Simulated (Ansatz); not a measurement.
Input file:

```yaml
crystal:
  periodic: [false, false, false]
  atoms:
    - {symbol: Mo, position_ang: [0.000192, 0.002058, 0.355510]}
    - {symbol: O, position_ang: [-0.000641, -0.014084, -1.826754]}
    - {symbol: H, position_ang: [0.047323, 0.825582, -2.436020]}
    - {symbol: H, position_ang: [-0.055454, -0.797944, -2.406218]}
basis:
  gaussian: {orbitals: def2-SVP}
total_charge: 1
magnetization: {spin_polarized: true, initial_magnetization: 5}
hamiltonian: {xc: {name: B3LYP}}
```

```sh
$ ansatz run in.yaml --threads 1 --pin off --events-out ev --progress --plain --max-ram 2393MiB
```

(1) Roughly how long does this take on 1 thread of Arm Neoverse V1, shared host, and how much host memory?

```
559 factors; integrals over basis functions are off by at most 1.3e-3 eV
mean field evaluation 1: about -3911.9148 eV, gradient 6.0e1 eV
mean field evaluation 2: about -3841.8411 eV, gradient 1.1e2 eV
mean field evaluation 4: about -3924.9294 eV, gradient 8.3e0 eV
mean field evaluation 8: about -3925.4273 eV, gradient 2.0e-1 eV
mean field evaluation 16: about -3925.4280 eV, gradient 2.7e-4 eV
mean field -3925.42799229 eV, -144.2568179662 hartree, gradient 7.0e-5 eV, S^2 8.751668; 0 other end points of the search recorded, 0 dependent functions left out
reference -3925.42820623 eV, -144.2568258283 hartree; 14, 9 occupied and 41, 46 virtual orbitals, 559 factors
Total energy: -3925.42820623 eV, -144.2568258283 hartree
```

Answers

(1) 2.7 s wall and 0.17 GiB.
